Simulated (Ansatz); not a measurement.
2H WS₂, treated with r²SCAN (Ansatz, an electronic-structure program, PAW).

Rigid layers of the crystal as relaxed at this level are moved apart or together:

```tsv
run	k mesh	layer repeat (Å)	energy against free layers (meV/Å²)	gap on the mesh (eV)
1	12×12×4	5.86	6.17	0.805
2	12×12×4	6.01	0.73	0.946
3	12×12×4	6.16	-2.33	1.079
4	12×12×4	6.36	-4.13	1.243
5	12×12×4	6.66	-4.37	1.432
6	12×12×4	7.16	-2.86	1.612
7	12×12×2	8.16	-0.69	1.797
8	12×12×2	10.16	-0.02	1.885
```

The lowest energy of these points lies at a layer repeat of 6.66 Å.

Spin–orbit coupling is not included.

Note: the cell comes from a level without a dispersion term, which matters for the spacing of layers, chains or molecules.
